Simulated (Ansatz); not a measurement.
A made-up structure of CHNaSi, closed shell:

```tsv
atom	x (Å)	y (Å)	z (Å)
C1	-0.4018	0.3501	-0.3290
Si2	-0.7839	-1.4246	-0.6718
Na3	1.5450	-0.4873	1.2773
H4	-0.3593	1.5618	-0.2765
```

It is relaxed with PBE-D4/def2-SVP and then PBE0-D4/def2-TZVP (Ansatz 0.2.0). Atoms count as bonded within 1.22 times the sum of their covalent radii (H–H: 0.88 Å). The end point is not checked to be a true minimum.

Task: Does its bonding change? (Judge from chemistry; the calculation decides.)

Result: By the calculation: No: no bond forms or breaks.

Where it ends: The first stage lowers the energy by 0.69 eV in 5 steps. It ends as CHNaSi ([CH]1[Na][Si]1):
C1  (-0.359, 0.312, -0.294)
Si2  (-0.702, -1.272, -0.601)
Na3  (1.380, -0.434, 1.141)
H4  (-0.320, 1.393, -0.246)
(Å)

Labels in which every atom is bracketed show which atoms are joined, not bond orders.

For scale, one of the runs: PBE0-D4/def2-TZVP relaxation, 106 basis functions, launched by `ansatz run in.yaml --threads 2 --pin off --events-out ev --progress --plain --max-ram 4352MiB`. The run took about 16 s on 2 CPU threads of an Arm Neoverse N1 (shared host).
